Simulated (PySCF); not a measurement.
# CH₈BN: NMR shifts at several levels of theory

Aim: compute the NMR shifts of CH₈BN (`[BH3-][NH2+]C`) at several levels, and see how far they spread and what each costs.

Programs: PySCF 2.14.0, with density-fitted response routines of our own. Each step states its level of theory. These are calculated values for one molecule in the gas phase, unless marked as measured. Atoms are numbered from 0 throughout.

## (1) The starting structure

11 atoms, charge 0, multiplicity 1; geometry from: PBE0-D3(BJ)/def2-SVP.

Bonds of the start (Å): B0–N1 1.63, N1–C2 1.47, B0–H3 1.23, B0–H4 1.23, B0–H5 1.23, N1–H6 1.02, N1–H7 1.02, C2–H8 1.10, C2–H9 1.10, C2–H10 1.10.

## (2) Nuclear shieldings: HF/pcSseg-2

Job settings and geometry (Å):

```
{"job": {"kind": "nmr", "xc": "HF", "basis": "pcSseg-2", "pop": false}, "charge": 0, "multiplicity": 1}
B      1.161574     0.506568    -0.192528
N      0.005197    -0.624436    -0.010913
C     -1.350514    -0.093681     0.157021
H      2.210480    -0.114747    -0.317656
H      0.852477     1.135462    -1.199162
H      1.123706     1.185377     0.828176
H      0.258527    -1.203697     0.791006
H      0.043299    -1.241206    -0.823896
H     -2.096128    -0.894416     0.273565
H     -1.361361     0.558560     1.039269
H     -1.594394     0.519640    -0.719369
```

With the program's defaults for keys left out, this is: GIAO HF/pcSseg-2 NMR shielding, non-relativistic, gas phase.

Command:

```sh
$ OMP_NUM_THREADS=1 python probes_run.py task.json out
```

The driver reads the jobs from task.json and runs them one after another.

Standard output:

```text
final grid: 76384 points
cycle   1  E = -121.6332410687  dE =  2.138e-01  |g| = 4.102e-01  |ddm| = 1.858e+00
cycle   2  E = -121.6834785684  dE = -5.024e-02  |g| = 1.687e-01  |ddm| = 4.221e-01
cycle   3  E = -121.6896554664  dE = -6.177e-03  |g| = 4.798e-02  |ddm| = 1.104e-01
cycle   4  E = -121.6903363225  dE = -6.809e-04  |g| = 9.709e-03  |ddm| = 4.437e-02
cycle   5  E = -121.6903643745  dE = -2.805e-05  |g| = 2.488e-03  |ddm| = 9.282e-03
cycle   6  E = -121.6903670386  dE = -2.664e-06  |g| = 6.468e-04  |ddm| = 3.827e-03
cycle   7  E = -121.6903672385  dE = -1.998e-07  |g| = 1.832e-04  |ddm| = 1.043e-03
cycle   8  E = -121.6903672582  dE = -1.973e-08  |g| = 3.837e-05  |ddm| = 3.567e-04
cycle   9  E = -121.6903672590  dE = -7.660e-10  |g| = 7.693e-06  |ddm| = 6.103e-05
converged SCF energy = -121.6903672590

GIAO shielding tensors (ppm)
atom      isotropic    diamagn.    paramagn.     s11        s22        s33       span
  0 B      129.044     182.517     -53.474    116.211    118.628    152.292     36.081
  1 N      229.336     310.580     -81.244    217.260    224.516    246.233     28.973
  2 C      157.416     237.188     -79.773    138.407    144.049    189.791     51.384
  3 H       29.703      29.602       0.101     26.973     28.122     34.015      7.042
  4 H       29.871      30.064      -0.193     27.445     28.413     33.757      6.312
  5 H       29.871      30.085      -0.214     27.447     28.412     33.753      6.306
  6 H       29.139      30.952      -1.813     22.338     25.861     39.219     16.881
  7 H       29.137      30.865      -1.728     22.337     25.860     39.214     16.877
  8 H       29.373      28.088       1.285     24.726     27.005     36.388     11.662
  9 H       29.099      29.176      -0.077     25.243     27.553     34.502      9.258
 10 H       29.099      29.135      -0.036     25.240     27.563     34.495      9.255
```

Run time: 6.8 s. Hardware: 1 thread of Arm Neoverse V2, shared host; peak memory 0.79 GiB.

Shifts follow as δ = σ(reference) − σ, with reference shieldings (ppm) from runs at the same level and on the same kind of geometry: 1H TMS 31.68, 13C TMS 191.5, 15N NH3 260.7, 11B BF3·OEt2 114.5. The references are single molecules in the gas phase, so shifts against H2O, NH3, PH3, H3PO4 or CFCl3 are not on the usual liquid scales and can be off by tens of ppm. Atoms listed in one row are averaged.

```csv
atoms,environment,σ (ppm),δ (ppm)
C2,methyl carbon bonded to N,157.4,34.1
"H6, H7",hydrogen on a donor nitrogen of a Lewis adduct,29.14,2.54
"H8, H9, H10",hydrogen on a methyl carbon bonded to N,29.19,2.49
"H3, H4, H5",hydrogen on a boron bonded to N,29.82,1.87
B0,"boron bonded to N, 3 H",129.0,-14.5
N1,donor nitrogen of a Lewis adduct,229.3,31.4
```

## (3) Shielding tensors: LDA/pcSseg-2

Settings changed since step 2:

```diff
@@ -1,2 +1,2 @@
-{"job": {"kind": "nmr", "xc": "HF", "basis": "pcSseg-2", "pop": false}, "charge": 0, "multiplicity": 1}
+{"job": {"kind": "nmr", "xc": "LDA", "basis": "pcSseg-2", "pop": false}, "charge": 0, "multiplicity": 1}
 B      1.161574     0.506568    -0.192528
```

Level: GIAO LDA/pcSseg-2 NMR shielding, non-relativistic, gas phase.

Standard output:

```text
coarse grid: 8200 points
cycle   1  E = -121.3141568066  dE = -5.280e-02  |g| = 5.100e-01  |ddm| = 2.001e+00
cycle   2  E = -121.2458097447  dE =  6.835e-02  |g| = 6.848e-01  |ddm| = 1.228e+00
cycle   3  E = -121.3981136347  dE = -1.523e-01  |g| = 7.661e-02  |ddm| = 7.837e-01
cycle   4  E = -121.3992303760  dE = -1.117e-03  |g| = 4.302e-02  |ddm| = 7.367e-02
cycle   5  E = -121.3996054335  dE = -3.751e-04  |g| = 7.140e-03  |ddm| = 2.147e-02
cycle   6  E = -121.3996165905  dE = -1.116e-05  |g| = 1.813e-03  |ddm| = 6.864e-03
cycle   7  E = -121.3996173488  dE = -7.583e-07  |g| = 5.713e-04  |ddm| = 1.508e-03
final grid: 76384 points
cycle   8  E = -121.4017475013  dE = -1.111e-04  |g| = 4.087e-03  |ddm| = 4.845e-02
cycle   9  E = -121.4017421926  dE =  5.309e-06  |g| = 6.260e-03  |ddm| = 5.953e-03
cycle  10  E = -121.4017511455  dE = -8.953e-06  |g| = 8.042e-04  |ddm| = 3.729e-03
cycle  11  E = -121.4017512637  dE = -1.182e-07  |g| = 2.879e-04  |ddm| = 5.590e-04
cycle  12  E = -121.4017512819  dE = -1.819e-08  |g| = 5.083e-05  |ddm| = 1.594e-04
cycle  13  E = -121.4017512824  dE = -5.537e-10  |g| = 1.233e-05  |ddm| = 4.692e-05
converged SCF energy = -121.4017512824

GIAO shielding tensors (ppm)
atom      isotropic    diamagn.    paramagn.     s11        s22        s33       span
  0 B      115.050     187.373     -72.323     96.762    100.442    147.944     51.182
  1 N      212.181     309.292     -97.110    201.311    211.033    224.200     22.888
  2 C      142.680     242.148     -99.468    116.909    125.281    185.849     68.940
  3 H       28.436      29.021      -0.585     25.999     26.614     32.696      6.697
  4 H       28.691      29.149      -0.459     26.557     26.962     32.554      5.997
  5 H       28.690      29.153      -0.462     26.560     26.962     32.549      5.989
  6 H       27.749      30.339      -2.590     20.672     25.521     37.052     16.380
  7 H       27.744      30.286      -2.542     20.667     25.519     37.045     16.378
  8 H       28.325      28.264       0.061     23.680     26.005     35.291     11.611
  9 H       28.239      28.838      -0.600     25.075     26.829     32.811      7.736
 10 H       28.239      28.828      -0.589     25.073     26.841     32.804      7.732
```

Wall time 16 s (1 thread of Arm Neoverse V2, shared host); peak memory 0.79 GiB.

This run: δ C2 37.6, B0 -24.1, N1 54.5, H6 3.02, H8 2.50 ppm (means over like atoms).

## (4) NMR shieldings: PBE/pcSseg-2

Settings changed since step 3:

```diff
@@ -1,2 +1,2 @@
-{"job": {"kind": "nmr", "xc": "LDA", "basis": "pcSseg-2", "pop": false}, "charge": 0, "multiplicity": 1}
+{"job": {"kind": "nmr", "xc": "PBE", "basis": "pcSseg-2", "pop": false}, "charge": 0, "multiplicity": 1}
 B      1.161574     0.506568    -0.192528
```

Level: GIAO PBE/pcSseg-2 NMR shielding, non-relativistic, gas phase.

Standard output:

```text
coarse grid: 8200 points
cycle   1  E = -122.3011304784  dE = -5.740e-02  |g| = 4.778e-01  |ddm| = 1.892e+00
cycle   2  E = -122.2519087751  dE =  4.922e-02  |g| = 6.139e-01  |ddm| = 1.173e+00
cycle   3  E = -122.3775442452  dE = -1.256e-01  |g| = 7.039e-02  |ddm| = 7.323e-01
cycle   4  E = -122.3784976579  dE = -9.534e-04  |g| = 4.002e-02  |ddm| = 6.990e-02
cycle   5  E = -122.3788225108  dE = -3.249e-04  |g| = 7.159e-03  |ddm| = 1.991e-02
cycle   6  E = -122.3788330018  dE = -1.049e-05  |g| = 1.784e-03  |ddm| = 5.992e-03
cycle   7  E = -122.3788337163  dE = -7.145e-07  |g| = 5.671e-04  |ddm| = 1.452e-03
final grid: 76384 points
cycle   8  E = -122.3856334137  dE = -1.260e-04  |g| = 1.073e-02  |ddm| = 5.337e-02
cycle   9  E = -122.3855907502  dE =  4.266e-05  |g| = 1.711e-02  |ddm| = 1.701e-02
cycle  10  E = -122.3856607677  dE = -7.002e-05  |g| = 1.728e-03  |ddm| = 1.060e-02
cycle  11  E = -122.3856613820  dE = -6.143e-07  |g| = 4.227e-04  |ddm| = 1.098e-03
cycle  12  E = -122.3856614216  dE = -3.964e-08  |g| = 8.814e-05  |ddm| = 2.721e-04
cycle  13  E = -122.3856614233  dE = -1.633e-09  |g| = 3.353e-05  |ddm| = 9.235e-05
cycle  14  E = -122.3856614236  dE = -3.321e-10  |g| = 6.498e-06  |ddm| = 3.039e-05
converged SCF energy = -122.3856614236

GIAO shielding tensors (ppm)
atom      isotropic    diamagn.    paramagn.     s11        s22        s33       span
  0 B      115.404     187.255     -71.851     98.544    101.592    146.075     47.530
  1 N      206.751     308.048    -101.298    196.355    205.992    217.905     21.550
  2 C      141.610     241.509     -99.899    117.660    124.776    182.393     64.734
  3 H       28.909      29.436      -0.527     26.538     27.138     33.050      6.512
  4 H       29.160      29.828      -0.668     27.087     27.451     32.942      5.855
  5 H       29.160      29.843      -0.684     27.090     27.451     32.937      5.847
  6 H       28.225      30.452      -2.227     21.549     25.956     37.171     15.622
  7 H       28.221      30.389      -2.168     21.544     25.954     37.164     15.620
  8 H       28.719      28.405       0.314     24.231     26.470     35.455     11.224
  9 H       28.655      29.320      -0.665     25.551     27.279     33.134      7.582
 10 H       28.655      29.292      -0.637     25.548     27.290     33.127      7.579
```

It took 21 s on 1 thread of Arm Neoverse V2, shared host; peak memory 0.85 GiB.

In short: δ C2 37.8, B0 -22.7, N1 54.3, H6 2.96, H8 2.50 ppm (means over like atoms).

## (5) Nuclear shieldings: BLYP/pcSseg-2

Settings changed since step 4:

```diff
@@ -1,2 +1,2 @@
-{"job": {"kind": "nmr", "xc": "PBE", "basis": "pcSseg-2", "pop": false}, "charge": 0, "multiplicity": 1}
+{"job": {"kind": "nmr", "xc": "BLYP", "basis": "pcSseg-2", "pop": false}, "charge": 0, "multiplicity": 1}
 B      1.161574     0.506568    -0.192528
```

Level: GIAO BLYP/pcSseg-2 NMR shielding, non-relativistic, gas phase.

Standard output:

```text
coarse grid: 8200 points
cycle   1  E = -122.4062773249  dE = -6.318e-02  |g| = 4.857e-01  |ddm| = 1.882e+00
cycle   2  E = -122.3475314006  dE =  5.875e-02  |g| = 6.469e-01  |ddm| = 1.230e+00
cycle   3  E = -122.4840733822  dE = -1.365e-01  |g| = 8.449e-02  |ddm| = 7.859e-01
cycle   4  E = -122.4854418021  dE = -1.368e-03  |g| = 4.553e-02  |ddm| = 7.953e-02
cycle   5  E = -122.4858591403  dE = -4.173e-04  |g| = 7.845e-03  |ddm| = 2.342e-02
cycle   6  E = -122.4858723009  dE = -1.316e-05  |g| = 1.974e-03  |ddm| = 6.922e-03
cycle   7  E = -122.4858732367  dE = -9.358e-07  |g| = 5.542e-04  |ddm| = 1.619e-03
final grid: 76384 points
cycle   8  E = -122.4960180929  dE = -1.167e-04  |g| = 7.760e-03  |ddm| = 5.226e-02
cycle   9  E = -122.4959945393  dE =  2.355e-05  |g| = 1.279e-02  |ddm| = 1.094e-02
cycle  10  E = -122.4960310990  dE = -3.656e-05  |g| = 1.139e-03  |ddm| = 7.273e-03
cycle  11  E = -122.4960313182  dE = -2.192e-07  |g| = 4.785e-04  |ddm| = 7.653e-04
cycle  12  E = -122.4960313677  dE = -4.946e-08  |g| = 8.489e-05  |ddm| = 2.804e-04
cycle  13  E = -122.4960313692  dE = -1.529e-09  |g| = 1.879e-05  |ddm| = 7.657e-05
cycle  14  E = -122.4960313693  dE = -1.145e-10  |g| = 6.408e-06  |ddm| = 2.412e-05
converged SCF energy = -122.4960313693

GIAO shielding tensors (ppm)
atom      isotropic    diamagn.    paramagn.     s11        s22        s33       span
  0 B      112.160     184.740     -72.580     95.587     98.546    142.347     46.760
  1 N      200.056     306.182    -106.127    189.840    199.212    211.115     21.275
  2 C      136.844     238.936    -102.092    112.971    119.755    177.804     64.834
  3 H       29.141      29.497      -0.356     26.869     27.378     33.177      6.308
  4 H       29.387      29.748      -0.361     27.356     27.708     33.098      5.742
  5 H       29.387      29.757      -0.370     27.359     27.708     33.094      5.735
  6 H       28.424      30.564      -2.140     22.028     26.253     36.989     14.961
  7 H       28.420      30.512      -2.092     22.024     26.251     36.983     14.959
  8 H       28.862      28.705       0.156     24.512     26.706     35.366     10.854
  9 H       28.800      29.264      -0.464     25.830     27.465     33.106      7.277
 10 H       28.801      29.248      -0.447     25.827     27.476     33.099      7.273
```

It took 21 s on 1 thread of Arm Neoverse V2, shared host; peak memory 0.85 GiB.

In short: δ C2 38.2, B0 -21.0, N1 57.5, H6 2.95, H8 2.56 ppm (means over like atoms).

## (6) Shielding tensors: BP86/pcSseg-2

Settings changed since step 5:

```diff
@@ -1,2 +1,2 @@
-{"job": {"kind": "nmr", "xc": "BLYP", "basis": "pcSseg-2", "pop": false}, "charge": 0, "multiplicity": 1}
+{"job": {"kind": "nmr", "xc": "BP86", "basis": "pcSseg-2", "pop": false}, "charge": 0, "multiplicity": 1}
 B      1.161574     0.506568    -0.192528
```

Method: GIAO BP86/pcSseg-2 NMR shielding, non-relativistic, gas phase.

Standard output:

```text
coarse grid: 8200 points
cycle   1  E = -122.4857434131  dE = -5.810e-02  |g| = 4.683e-01  |ddm| = 1.885e+00
cycle   2  E = -122.4472813751  dE =  3.846e-02  |g| = 5.852e-01  |ddm| = 1.086e+00
cycle   3  E = -122.5588703255  dE = -1.116e-01  |g| = 6.925e-02  |ddm| = 6.547e-01
cycle   4  E = -122.5598350922  dE = -9.648e-04  |g| = 3.788e-02  |ddm| = 6.734e-02
cycle   5  E = -122.5601279793  dE = -2.929e-04  |g| = 6.758e-03  |ddm| = 1.996e-02
cycle   6  E = -122.5601373398  dE = -9.361e-06  |g| = 1.760e-03  |ddm| = 5.853e-03
final grid: 76384 points
cycle   7  E = -122.5664477461  dE = -1.231e-04  |g| = 7.254e-03  |ddm| = 5.251e-02
cycle   8  E = -122.5664314934  dE =  1.625e-05  |g| = 1.080e-02  |ddm| = 1.035e-02
cycle   9  E = -122.5664602563  dE = -2.876e-05  |g| = 8.519e-04  |ddm| = 6.468e-03
cycle  10  E = -122.5664603368  dE = -8.057e-08  |g| = 4.362e-04  |ddm| = 6.257e-04
cycle  11  E = -122.5664604092  dE = -7.234e-08  |g| = 7.744e-05  |ddm| = 2.074e-04
cycle  12  E = -122.5664604104  dE = -1.233e-09  |g| = 2.042e-05  |ddm| = 6.986e-05
cycle  13  E = -122.5664604105  dE = -1.310e-10  |g| = 5.508e-06  |ddm| = 2.226e-05
converged SCF energy = -122.5664604105

GIAO shielding tensors (ppm)
atom      isotropic    diamagn.    paramagn.     s11        s22        s33       span
  0 B      115.754     186.563     -70.809     99.392    102.357    145.512     46.120
  1 N      207.359     308.717    -101.358    196.450    206.565    219.063     22.613
  2 C      141.272     241.408    -100.136    117.551    124.640    181.626     64.074
  3 H       28.997      29.465      -0.469     26.617     27.241     33.132      6.515
  4 H       29.237      29.803      -0.565     27.168     27.539     33.004      5.836
  5 H       29.237      29.816      -0.579     27.172     27.540     33.000      5.828
  6 H       28.327      30.578      -2.251     21.714     26.023     37.245     15.531
  7 H       28.323      30.516      -2.193     21.710     26.021     37.239     15.528
  8 H       28.776      28.472       0.304     24.315     26.528     35.486     11.171
  9 H       28.701      29.342      -0.641     25.585     27.334     33.185      7.600
 10 H       28.701      29.317      -0.615     25.582     27.344     33.178      7.596
```

Run time: 20 s. Hardware: 1 thread of Arm Neoverse V2, shared host; peak memory 0.85 GiB.

Key values: δ C2 37.9, B0 -22.4, N1 51.9, H6 2.91, H8 2.51 ppm (means over like atoms).

## (7) Shielding tensors: OPBE/pcSseg-2

Settings changed since step 6:

```diff
@@ -1,2 +1,2 @@
-{"job": {"kind": "nmr", "xc": "BP86", "basis": "pcSseg-2", "pop": false}, "charge": 0, "multiplicity": 1}
+{"job": {"kind": "nmr", "xc": "OPBE", "basis": "pcSseg-2", "pop": false}, "charge": 0, "multiplicity": 1}
 B      1.161574     0.506568    -0.192528
```

Level: GIAO OPBE/pcSseg-2 NMR shielding, non-relativistic, gas phase.

Standard output:

```text
coarse grid: 8200 points
cycle   1  E = -122.4376935945  dE = -6.873e-02  |g| = 4.533e-01  |ddm| = 1.907e+00
cycle   2  E = -122.4054737644  dE =  3.222e-02  |g| = 5.452e-01  |ddm| = 1.121e+00
cycle   3  E = -122.5078782074  dE = -1.024e-01  |g| = 5.724e-02  |ddm| = 6.887e-01
cycle   4  E = -122.5084801982  dE = -6.020e-04  |g| = 3.519e-02  |ddm| = 6.215e-02
cycle   5  E = -122.5087385484  dE = -2.584e-04  |g| = 8.136e-03  |ddm| = 1.934e-02
cycle   6  E = -122.5087515499  dE = -1.300e-05  |g| = 1.558e-03  |ddm| = 6.053e-03
cycle   7  E = -122.5087519558  dE = -4.059e-07  |g| = 8.434e-04  |ddm| = 1.408e-03
final grid: 76384 points
cycle   8  E = -122.5063227906  dE = -2.306e-04  |g| = 1.281e-02  |ddm| = 6.758e-02
cycle   9  E = -122.5062897117  dE =  3.308e-05  |g| = 1.655e-02  |ddm| = 2.472e-02
cycle  10  E = -122.5063721713  dE = -8.246e-05  |g| = 1.926e-03  |ddm| = 1.410e-02
cycle  11  E = -122.5063728959  dE = -7.246e-07  |g| = 5.478e-04  |ddm| = 1.193e-03
cycle  12  E = -122.5063729570  dE = -6.112e-08  |g| = 1.224e-04  |ddm| = 3.589e-04
cycle  13  E = -122.5063729600  dE = -3.003e-09  |g| = 4.041e-05  |ddm| = 1.170e-04
cycle  14  E = -122.5063729604  dE = -4.312e-10  |g| = 1.106e-05  |ddm| = 3.614e-05
converged SCF energy = -122.5063729604

GIAO shielding tensors (ppm)
atom      isotropic    diamagn.    paramagn.     s11        s22        s33       span
  0 B      120.044     190.592     -70.548    104.308    106.948    148.876     44.569
  1 N      212.062     309.824     -97.762    202.008    211.880    222.297     20.289
  2 C      147.481     244.742     -97.261    124.984    131.554    185.905     60.921
  3 H       28.997      29.779      -0.782     26.551     27.270     33.169      6.618
  4 H       29.237      30.616      -1.380     27.132     27.529     33.050      5.918
  5 H       29.237      30.652      -1.416     27.135     27.530     33.045      5.910
  6 H       28.233      30.153      -1.919     21.469     25.735     37.496     16.027
  7 H       28.229      30.061      -1.832     21.465     25.734     37.489     16.024
  8 H       28.809      28.067       0.742     24.271     26.490     35.668     11.397
  9 H       28.728      29.656      -0.928     25.449     27.327     33.406      7.957
 10 H       28.728      29.596      -0.868     25.446     27.337     33.400      7.954
```

Run time: 21 s. Hardware: 1 thread of Arm Neoverse V2, shared host; peak memory 0.85 GiB.

Key values: δ C2 36.9, B0 -22.3, N1 50.8, H6 2.97, H8 2.44 ppm (means over like atoms).

## (8) NMR shieldings: KT2/pcSseg-2

Settings changed since step 7:

```diff
@@ -1,2 +1,2 @@
-{"job": {"kind": "nmr", "xc": "OPBE", "basis": "pcSseg-2", "pop": false}, "charge": 0, "multiplicity": 1}
+{"job": {"kind": "nmr", "xc": "KT2", "basis": "pcSseg-2", "pop": false}, "charge": 0, "multiplicity": 1}
 B      1.161574     0.506568    -0.192528
```

With the program's defaults for keys left out, this is: GIAO KT2/pcSseg-2 NMR shielding, non-relativistic, gas phase.

Standard output:

```text
coarse grid: 8200 points
cycle   1  E = -124.5447484675  dE = -4.408e-02  |g| = 4.419e-01  |ddm| = 1.839e+00
cycle   2  E = -124.5137915502  dE =  3.096e-02  |g| = 5.435e-01  |ddm| = 1.092e+00
cycle   3  E = -124.6120581123  dE = -9.827e-02  |g| = 6.622e-02  |ddm| = 6.477e-01
cycle   4  E = -124.6129555728  dE = -8.975e-04  |g| = 3.447e-02  |ddm| = 6.598e-02
cycle   5  E = -124.6132048100  dE = -2.492e-04  |g| = 5.704e-03  |ddm| = 1.867e-02
cycle   6  E = -124.6132122765  dE = -7.467e-06  |g| = 8.777e-04  |ddm| = 5.130e-03
final grid: 76384 points
cycle   7  E = -124.6224033978  dE = -2.566e-04  |g| = 5.360e-03  |ddm| = 9.853e-02
cycle   8  E = -124.6223961684  dE =  7.229e-06  |g| = 7.301e-03  |ddm| = 8.367e-03
cycle   9  E = -124.6224095602  dE = -1.339e-05  |g| = 1.082e-03  |ddm| = 5.210e-03
cycle  10  E = -124.6224097339  dE = -1.737e-07  |g| = 5.592e-04  |ddm| = 8.445e-04
cycle  11  E = -124.6224098148  dE = -8.091e-08  |g| = 6.035e-05  |ddm| = 3.956e-04
cycle  12  E = -124.6224098157  dE = -8.837e-10  |g| = 1.779e-05  |ddm| = 6.535e-05
converged SCF energy = -124.6224098157

GIAO shielding tensors (ppm)
atom      isotropic    diamagn.    paramagn.     s11        s22        s33       span
  0 B      118.543     187.330     -68.787    101.886    104.627    149.115     47.229
  1 N      208.895     307.815     -98.920    198.877    207.962    219.847     20.969
  2 C      144.605     241.037     -96.431    121.122    127.675    185.018     63.895
  3 H       28.858      29.043      -0.185     26.464     27.101     33.009      6.546
  4 H       29.140      29.597      -0.457     27.047     27.462     32.910      5.863
  5 H       29.139      29.621      -0.481     27.051     27.462     32.905      5.855
  6 H       28.220      30.796      -2.576     21.566     25.973     37.121     15.555
  7 H       28.216      30.741      -2.525     21.562     25.972     37.115     15.553
  8 H       28.655      28.189       0.465     24.106     26.405     35.452     11.346
  9 H       28.659      29.389      -0.730     25.634     27.206     33.138      7.504
 10 H       28.660      29.356      -0.697     25.631     27.217     33.131      7.500
```

Wall time 19 s (1 thread of Arm Neoverse V2, shared host); peak memory 0.85 GiB.

Key values: δ C2 37.7, B0 -20.3, N1 51.2, H6 2.96, H8 2.52 ppm (means over like atoms).

[end of part 1 of 2]
